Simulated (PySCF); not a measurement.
# Running PySCF for LiH⁻

Input:

```python
from pyscf import gto, dft, solvent

mol = gto.M(
    atom='Li 0 0 0; H 0 0 1.62',
    basis='6-311++g**',
    charge=-1,
    spin=1,
    verbose=3,
)
mf = dft.UKS(mol, xc='blyp')
mf = solvent.PCM(mf)
mf.with_solvent.eps = 78.36
mf.kernel()
mf.nuc_grad_method().kernel()
mf.dip_moment()
print('orbital energies (hartree):', [e[max(0, n-3):n+3].round(4) for e, n in zip(mf.mo_energy, mol.nelec)])
```

```bash
$ OMP_NUM_THREADS=1 python input.py
```

The log (some set-up lines and the per-cycle HOMO/LUMO lines with their warnings removed):

```
WARN: PCM is an experimental feature. It is still in testing.
Features and APIs may be changed in the future.

converged SCF energy = -8.15738255181736  <S^2> = 0.7502347  2S+1 = 2.0002347
--------------- PCMUKS (+PCM) gradients ---------------
         x                y                z
0 Li     0.0000000000    -0.0000000000     0.0105902103
1 H     0.0000000000     0.0000000000    -0.0105904927
----------------------------------------------

WARN: System has nonzero charge -1; the dipole moment is origin-dependent.
Location of origin: [0. 0. 0.]

Dipole moment(X, Y, Z, Debye):  0.00000, -0.00000, -1.19497
orbital energies (hartree): [array([-1.8091, -0.1855, -0.0704, -0.0119, -0.0119,  0.01  ]), array([-1.8059e+00, -1.8350e-01, -1.6700e-02,  1.5000e-03,  1.5000e-03])]
```

In short: E(SCF) = -8.157383 Eh, ⟨S²⟩ = 0.750, gradient on the second atom -0.0106 Eh/bohr.

It ran on Arm Neoverse V2 (1 thread, shared host) in 1.6 s, peak memory 0.21 GiB.

The bond length is a typed value, not an optimised one. The dipole of an ion depends on the origin. No search for the lowest solution was made.
